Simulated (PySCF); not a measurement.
## EPR parameters of [C4H4S]-

C4H4S (charge -1 and doublet state).
Cartesian coordinates in Å at the GFN2-xTB level; atoms count from 1:
```xyz
9
C4H4S angstrom
C     -1.6177    0.1466   -0.0044
C     -0.2949    0.3461   -0.0937
C      0.7178   -0.6321    0.1595
C      2.0423   -0.4397    0.0716
S      3.0940    0.7656   -0.2961
H     -2.0290   -0.8121    0.2777
H     -2.3349    0.9288   -0.2089
H      0.0719    1.3271   -0.3811
H      0.3641   -1.6242    0.4501
```

The hyperfine couplings belong to this conformer and change with its torsions.

Identity: `C=C/C=[C]\[S-]` [radical] (charge -1).

Method: UKS B3LYP, pcH-1 on C H S, non-relativistic, mean-field spin-orbit, GIAO in PySCF 2.14.0. Whether the extra electron is bound in the gas phase wasn't checked; a finite basis holds it in any case. Couplings are sensitive to structure, and on GFN2-xTB geometries they can be far from those on DFT ones, by a factor of two or more for some ions and for spin on atoms past the first row. Stability of the SCF solution: not tested.

```json
{"g1, g2, g3": "1.99974, 2.00300, 2.00846", "g_iso": "2.00373", "Form of g": "rhombic: the two nearest values differ by 37 % of g3 − g1", "⟨S²⟩": "0.7573 (exact 0.7500)", "α and β electrons": "23, 22", "Total energy": "-553.00342 Eh"}
```

Isotropic coupling and dipolar principal values T1 to T3, in MHz:

```
atom  isotope  a_iso  of which spin–orbit     T1     T2     T3  Mulliken spin population
  C1      13C   -1.6                  0.0   -6.1    2.0    4.1                     -0.04
  C2      13C   41.5                  0.1   -5.2   -2.6    7.8                      0.05
  C3      13C   38.6                 -0.1  -11.9   -1.5   13.4                     -0.06
  C4      13C  254.7                 -0.2  -60.2  -48.9  109.1                      0.67
  S5      33S   13.9                  0.0  -33.6  -28.1   61.7                      0.34
  H6       1H    3.2                  0.0   -1.7   -1.2    2.9                      0.00
  H7       1H    6.8                  0.0   -1.0   -0.9    1.9                      0.00
  H8       1H   -4.6                  0.0   -4.1    0.3    3.9                      0.00
  H9       1H   55.6                  0.0   -5.7   -5.0   10.7                      0.02
```

The Mulliken spin populations are largest on C4 (+0.67) and S5 (+0.34).

Axes: g1 points within 14° of the C3–C4 bond and g3 is normal to the molecular plane.

Under fast tumbling the dipolar parts average out, and these isotropic splittings remain: 1 × 1H (H9, I = 1/2, 2 lines) with 1.98 mT, 1 × 1H (H7, I = 1/2, 2 lines) with 0.24 mT, 1 × 1H (H8, I = 1/2, 2 lines) with 0.16 mT and 1 × 1H (H6, I = 1/2, 2 lines) with 0.11 mT.

The 33S coupling of S5 (13.9 MHz) shows only in satellite lines or after enrichment, since that isotope makes up about 0.76 % of natural sulfur.

The 13C coupling of C4 (254.7 MHz) shows only in satellite lines or after enrichment, since that isotope makes up about 1.07 % of natural carbon.

The spin density at the nucleus, in bohr⁻³, is negative for C1 (-0.0014) and H8 (-0.0010), for instance. A restricted open-shell determinant has no negative spin density anywhere; here it arises because α and β orbitals differ (spin polarisation).
